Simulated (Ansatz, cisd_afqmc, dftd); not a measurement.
Species: CN, charge 0, doublet. CN (SMILES [C]#N, doublet).
B3LYP-D3(BJ)/def2-TZVP minimum from Ansatz (a program for electronic structure):
```xyz
2

C      0.0000     0.0000    -0.6258
N      0.0000     0.0000     0.5364
```
Charge 0, spin multiplicity 2.

Wanted: atomisation energy (electronic, to ground-state atoms), in kcal/mol. Open shells are spin-unrestricted; no spin-orbit coupling. Correlated methods leave the cores frozen. Rows without X2C or -DK are non-relativistic. AFQMC is phaseless with a CISD trial state; ± is one standard error, without the phaseless bias. Outlying blocks are dropped, and bars are widened where a walk drifts. Over all cases where full CI ran beside it in this data, AFQMC minus full CI had a median of +0.1 mEh and passed +0.4 mEh in a tenth of the cases. CBS(X,Y): correlation extrapolated as X^-3, Hartree-Fock from the larger set (Q,5: extrapolated as (X+1)exp(-9√X)). A bracket is a step between two methods taken in the basis named. The functionals are non-relativistic, so their misses hold any scalar relativity. Double hybrids freeze cores in their MP2 part. 'core' is core correlation in cc-pwCVTZ, 'X2C' scalar relativity in cc-pVTZ-DK, both at CCSD(T). The UHF reference of CN ([C]#N, doublet) is spin-contaminated (<S^2> up to 0.37 over the pure value in the sets run).

| level | program | atomisation energy (kcal/mol) | difference against the last row |
|---|---|---|---|
| HF/cc-pVQZ | Ansatz | 90.8 | -90.2 |
| CAM-B3LYP-D4/def2-TZVPD | Ansatz + dftd4 | 176.3 | -4.7 |
| B2PLYP-D3(BJ)/def2-TZVPD | Ansatz + dftd3 | 179.8 | -1.2 |
| MP2/aug-cc-pVTZ | Ansatz | 162.4 | -18.6 |
| MP2/aug-cc-pVQZ | Ansatz | 166.5 | -14.5 |
| MP2/CBS(aug-cc-pVTZ,aug-cc-pVQZ) | Ansatz | 168.9 | -12.1 |
| MP2/CBS(cc-pVQZ,cc-pV5Z) | Ansatz | 169.2 | -11.8 |
| CCSD/cc-pVTZ | Ansatz | 160.7 | -20.3 |
| CCSD/CBS(cc-pVTZ,cc-pVQZ) | Ansatz | 168.3 | -12.7 |
| CCSD(T)/aug-cc-pVTZ | Ansatz | 170.6 | -10.4 |
| CCSD(T)/cc-pV5Z | Ansatz | 176.4 | -4.6 |
| CCSDT(Q)/cc-pVDZ | Ansatz | 158.8 | -22.2 |
| CCSDT(Q)/cc-pVTZ | Ansatz | 171.7 | -9.3 |
| CCSDT(Q)/cc-pVQZ | Ansatz | 177.0 | -4.0 |
| CCSDTQ/aug-cc-pVDZ | Ansatz | 158.6 | -22.4 |
| CCSD(T)/CBS(cc-pVQZ,cc-pV5Z) + [CCSDTQ - CCSD(T)]/cc-pVDZ + core + X2C | Ansatz | 181.1 | 0.1 |
| CCSD(T)/CBS(cc-pVQZ,cc-pV5Z) + [AFQMC/CISD - CCSD(T)]/cc-pVTZ + core + X2C | Ansatz + cisd_afqmc | 180.4 ± 0.2 | -0.6 |
| CCSD(T)/CBS(cc-pVQZ,cc-pV5Z) + [CCSDT(Q) - CCSD(T)]/cc-pVQZ + [CCSDTQ - CCSDT(Q)]/cc-pVDZ + core + X2C | Ansatz | 181.0 | 0.0 |
